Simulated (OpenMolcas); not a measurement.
# BSiH5 (SMILES B[SiH3]): levels of theory compared

We compute a comparison of 6 runs (HF/3-21G, B2PLYP/def2-TZVP, BLYP/def2-TZVP, PBE/def2-TZVP, TPSS/def2-TZVP, r2SCAN/def2-TZVP) of BSiH5. 

Program for the calculation: OpenMolcas 26.06.

**1. The structure to begin with**

The species is BSiH5 (7 atoms), meant as a singlet with charge 0. As SMILES, `B[SiH3]`. The shape is that of a PBE0-D4/def2-TZVP optimisation.

Bond lengths: B1–Si2 2.010 Å, B1–H3 1.196 Å, B1–H4 1.195 Å, Si2–H5 1.492 Å, Si2–H6 1.492 Å, Si2–H7 1.487 Å. Angles: B1–Si2–H5 108.8°, B1–Si2–H6 108.8°, B1–Si2–H7 115.1°, Si2–B1–H3 118.9°, Si2–B1–H4 123.6°, H5–Si2–H6 107.3°, H5–Si2–H7 108.3°, H6–Si2–H7 108.3°, H3–B1–H4 117.5°.

**2. Energy and forces at HF/3-21G (run 1)**

geom.xyz

```xyz
7

B     -0.043200    -1.189000     0.204300
Si     0.089100     0.785300    -0.148500
H     -1.126000    -1.690600     0.290100
H      0.906400    -1.902500     0.335400
H     -0.616000     1.093400    -1.427200
H     -0.623600     1.516700     0.939600
H      1.474500     1.318800    -0.239500
```

calc.inp

```
* BH5Si Hartree-Fock

&GATEWAY
  BasLib=$CurrDir
  Coord=geom.xyz
  Basis=3-21G
  Group=NoSym

&SEWARD

&SCF
  Thresholds=1e-10 1e-07 1e-07 1e-05
  PrOrbitals=1 2

&ALASKA
```

The basis set 3-21G is read from a file made from the Basis Set Exchange's data (not shown).

Started as:

```bash
export MOLCAS_MEM=1860
pymolcas calc.inp > calc.log
```

The program printed:

```text
--- Start Module: gateway ---
[...]
--- Stop Module: gateway /rc=_RC_ALL_IS_WELL_ ---
[...]
      Basis functions           32
[...]
--- Start Module: scf ---
[...]
       Convergence after  10 Iterations
[...]
::    Total SCF energy                               -314.7829862560
[...]
      Total spin, S                                     0.0000000000
[...]
      Total electronic charge=   24.000000
      Total            charge=   -0.000000
[...]
      Dipole Moment (debye):
      Origin of the operator (angstrom)=    0.0462    0.2094   -0.0456
                   X=  2.7909E-02               Y= -4.5550E-01               Z=  8.1831E-02           Total=  4.6364E-01
      Quadrupole Moment (debye*angstrom):
[...]
--- Stop Module: scf /rc=_RC_ALL_IS_WELL_ ---
--- Start Module: alaska ---
[...]
 *              Molecular gradients               *
 **************************************************
  Irreducible representation: a
 ------------------------------------------------------------------------------------------
                              X                       Y                       Z
 ------------------------------------------------------------------------------------------
  B1                1.88506517643072E-04    1.09910221846303E-02   -1.95854870134515E-03
  SI2               1.21079010540082E-03   -5.66136306632536E-03    1.04785258968149E-03
  H3               -3.13984584324833E-03   -1.45221113376870E-03    2.45895471783081E-04
  H4                2.66008006989682E-03   -2.24932696192592E-03    4.09887830123967E-04
  H5               -3.27362290213351E-05   -7.18102502162310E-04    8.12769803980817E-04
  H6               -1.20833038512735E-05   -9.76468402866582E-04   -5.41206184193843E-04
  H7               -8.74711316819266E-04    6.64498824263227E-05   -1.66508100212515E-05
 ------------------------------------------------------------------------------------------
--- Stop Module: alaska /rc=_RC_ALL_IS_WELL_ ---
[...]
```

Run time: 1.2 s. Hardware: 1 thread of Intel Xeon 6975P-C (Granite Rapids), shared host; peak memory 0.37 GiB.

**3. A single-point energy at B2PLYP/def2-TZVP (run 2)**

coord.xyz

```xyz
7

B     -0.043200    -1.189000     0.204300
Si     0.089100     0.785300    -0.148500
H     -1.126000    -1.690600     0.290100
H      0.906400    -1.902500     0.335400
H     -0.616000     1.093400    -1.427200
H     -0.623600     1.516700     0.939600
H      1.474500     1.318800    -0.239500
```

job.inp

```
>>> EXPORT MOLCAS_PRINT=2

&GATEWAY
 BASLIB = $CurrDir
 COORD = coord.xyz
 BASIS = def2-TZVP
 GROUP = NoSym

&SEWARD
 GRIDINPUT
 Grid=UltraFine
 End of Grid

&SCF
 KSDFT = B2PLYP_SCF
 THRESHOLDS = 1e-10 1e-07 1e-07 1e-05
 PRORBITALS = 1

&MBPT2
 FROZEN = 6
```

The basis set def2-TZVP is read from a file made from the Basis Set Exchange's data (not shown).

Started as:

```bash
export MOLCAS_MEM=1860
pymolcas job.inp > job.log
```

The program printed:

```text
--- Start Module: gateway ---
[...]
--- Stop Module: gateway /rc=_RC_ALL_IS_WELL_ ---
[...]
      Basis functions           98
[...]
--- Start Module: scf ---
[...]
       Convergence after  11 Iterations
[...]
::    Total KS-DFT energy                            -317.0756178319
[...]
      Total spin, S                                     0.0000000000
[...]
      Total electronic charge=   24.000000
      Total            charge=   -0.000000
[...]
      Dipole Moment (debye):
      Origin of the operator (angstrom)=    0.0462    0.2094   -0.0456
                   X=  4.9371E-02               Y= -4.2705E-01               Z=  7.6747E-02           Total=  4.3670E-01
      Quadrupole Moment (debye*angstrom):
[...]
--- Stop Module: scf /rc=_RC_ALL_IS_WELL_ ---
[...]
--- Start Module: mbpt2 ---
[...]
 ###    WARNING: MP2 implementation intended for RHF references only         ###
 ###############################################################################
MBPT2 WARNING: Reference function according to RunFile:KS-DFT
I'll assume you know what you're doing and continue
WARNING!
Default frozen orbitals as non valence orbitals is overwritten by user input.
Default values:   3
[...]
       Reference weight ( Cref**2 )         =        0.87392
::    Total MBPT2 energy                             -317.3463186186
[...]
      Total MBPT2 calculations                           0.24      0.27
--- Stop Module: mbpt2 /rc=_RC_ALL_IS_WELL_ ---
[...]
```

It took 17 s on 1 thread of Intel Xeon 6975P-C (Granite Rapids), shared host; peak memory 0.54 GiB.

Run 3 isn't shown in full; the table further down has it.

**4. Energy and forces at PBE/def2-TZVP (run 4)**

mol.input

```
&GATEWAY
BasLib = $CurrDir
Coord
7
angstrom
B       -0.043200      -1.189000       0.204300
Si       0.089100       0.785300      -0.148500
H       -1.126000      -1.690600       0.290100
H        0.906400      -1.902500       0.335400
H       -0.616000       1.093400      -1.427200
H       -0.623600       1.516700       0.939600
H        1.474500       1.318800      -0.239500
Basis = def2-TZVP
Group = NoSym
&SEWARD
GridInput
Grid=UltraFine
End of Grid
&SCF
KSDFT = PBE
Thresholds = 1e-10 1e-07 1e-07 1e-05
PrOrbitals = 1 1
&ALASKA
```

The basis set def2-TZVP is read from a file made from the Basis Set Exchange's data (not shown).

Started as:

```bash
export MOLCAS_MEM=1860
pymolcas mol.input > mol.log
```

The program printed:

```text
--- Start Module: gateway ---
[...]
--- Stop Module: gateway /rc=_RC_ALL_IS_WELL_ ---
[...]
      Basis functions           98
[...]
--- Start Module: scf ---
[...]
       Convergence after  16 Iterations
[...]
::    Total KS-DFT energy                            -317.0970890693
[...]
      Total spin, S                                     0.0000000000
[...]
      Total electronic charge=   24.000000
      Total            charge=   -0.000000
[...]
      Dipole Moment (debye):
      Origin of the operator (angstrom)=    0.0462    0.2094   -0.0456
                   X= -4.1286E-03               Y= -2.8596E-01               Z=  5.1324E-02           Total=  2.9055E-01
      Quadrupole Moment (debye*angstrom):
[...]
--- Stop Module: scf /rc=_RC_ALL_IS_WELL_ ---
[...]
--- Start Module: alaska ---
[...]
 *              Molecular gradients               *
 **************************************************
  Irreducible representation: a
 ------------------------------------------------------------------------------------------
                              X                       Y                       Z
 ------------------------------------------------------------------------------------------
  B1                8.16260895150495E-05   -2.34919637745890E-03    4.25254145353993E-04
  SI2              -1.18251715054957E-03    3.32830294349584E-03   -5.67551847160841E-04
  H3                2.56817606887072E-03    1.22423158001372E-03   -2.11822237388443E-04
  H4               -2.28298705084318E-03    1.69271287202277E-03   -3.12891578803431E-04
  H5                1.72871134743757E-03   -8.07193526395467E-04    2.59841390753524E-03
  H6                1.75961536177338E-03   -1.67467649694020E-03   -2.17355376348571E-03
  H7               -2.67262466619078E-03   -1.41418099476098E-03    2.42151373943927E-04
 ------------------------------------------------------------------------------------------
--- Stop Module: alaska /rc=_RC_ALL_IS_WELL_ ---
[...]
```

Wall time 27 s (1 thread of Intel Xeon 6975P-C (Granite Rapids), shared host); peak memory 0.54 GiB.

Run 5 isn't shown in full; the table further down has it.

**5. Energy and forces at r2SCAN/def2-TZVP (run 6)**

input.xyz

```xyz
7

B     -0.043200    -1.189000     0.204300
Si     0.089100     0.785300    -0.148500
H     -1.126000    -1.690600     0.290100
H      0.906400    -1.902500     0.335400
H     -0.616000     1.093400    -1.427200
H     -0.623600     1.516700     0.939600
H      1.474500     1.318800    -0.239500
```

calc.inp

```
&gateway
  baslib=$CurrDir
  coord=input.xyz
  basis=def2-TZVP
  group=NoSym

&seward
  gridinput
  Grid=UltraFine
  End of Grid

&scf
  ksdft=2
  1.0 MGGA_X_R2SCAN
  1.0 MGGA_C_R2SCAN
  thresholds=1e-10 1e-07 1e-07 1e-05
  prorbitals=1 2

&alaska
```

The basis set def2-TZVP is read from a file made from the Basis Set Exchange's data (not shown).

Started as:

```bash
export MOLCAS_MEM=1860
pymolcas calc.inp > calc.log
```

The program printed:

```text
--- Start Module: gateway ---
[...]
--- Stop Module: gateway /rc=_RC_ALL_IS_WELL_ ---
[...]
      Basis functions           98
[...]
--- Start Module: scf ---
[...]
       Convergence after  12 Iterations
[...]
::    Total KS-DFT energy                            -317.2558017912
[...]
      Total spin, S                                     0.0000000000
[...]
      Total electronic charge=   24.000000
      Total            charge=   -0.000000
[...]
      Dipole Moment (debye):
      Origin of the operator (angstrom)=    0.0462    0.2094   -0.0456
                   X=  5.1663E-03               Y= -3.3155E-01               Z=  5.9519E-02           Total=  3.3689E-01
      Quadrupole Moment (debye*angstrom):
[...]
--- Stop Module: scf /rc=_RC_ALL_IS_WELL_ ---
[...]
--- Start Module: alaska ---
[...]
 *              Molecular gradients               *
 **************************************************
  Irreducible representation: a
 ------------------------------------------------------------------------------------------
                              X                       Y                       Z
 ------------------------------------------------------------------------------------------
  B1                9.97578664627408E-05   -4.91377830244666E-04    9.34895793773816E-05
  SI2              -5.69727300730738E-04    6.22744236596695E-04   -8.19535758934675E-05
  H3               -3.05632012032042E-04   -3.49899101390605E-05    2.87234793630575E-06
  H4                3.42301307911352E-04   -6.54421840269315E-05    1.10702243287797E-05
  H5               -2.38588465693024E-05   -1.67258829720796E-05   -3.36243831219551E-04
  H6               -1.05127119141013E-05    8.20169395727710E-05    2.94304980446469E-04
  H7                4.67671696872340E-04   -9.62253687746273E-05    1.64602750288845E-05
 ------------------------------------------------------------------------------------------
--- Stop Module: alaska /rc=_RC_ALL_IS_WELL_ ---
[...]
```

It took 29 s on 1 thread of Intel Xeon 6975P-C (Granite Rapids), shared host; peak memory 0.55 GiB.

**6. All runs side by side**

```
run             level      task  frozen core orbitals  energy (Eh)  dipole moment (D)  HOMO energy (eV)  LUMO energy (eV)  wall time
  1          HF/3-21G  gradient                     –  -314.782986               0.46            -11.44              1.39      1.2 s
  2  B2PLYP/def2-TZVP    energy                     6  -317.148707               0.44             -9.56             -1.09       17 s
  3    BLYP/def2-TZVP  gradient                     –  -317.280600               0.31             -7.14             -3.33       30 s
  4     PBE/def2-TZVP  gradient                     –  -317.097089               0.29             -7.25             -3.51       27 s
  5    TPSS/def2-TZVP  gradient                     –  -317.351909               0.33             -7.39             -3.23       30 s
  6  r2SCAN/def2-TZVP  gradient                     –  -317.255802               0.34             -7.52             -3.15       29 s
```

**7. Summary of results**

| quantity | value |
| --- | --- |
| run 6: total energy | -317.25580 Eh |
| run 6: dipole moment | 0.34 D |
| run 6: HOMO energy | -7.52 eV |
| run 6: LUMO energy | -3.15 eV |
| run 6: HOMO–LUMO gap | 4.37 eV |
| run 6: largest force on an atom | 0.044 eV/Å |

What this shows: The dipole moment (its size) runs from 0.29 D (PBE/def2-TZVP) to 0.46 D (HF/3-21G). The two ends differ in method and basis. The HOMO–LUMO gap runs from 3.74 eV (PBE/def2-TZVP) to 12.82 eV (HF/3-21G). For B2PLYP the log adds the whole second-order term; the table takes 0.27 of it, as the functional is defined. Totals of different functionals can't be ranked against each other. All runs together took 2.2 min, the longest 30 s.
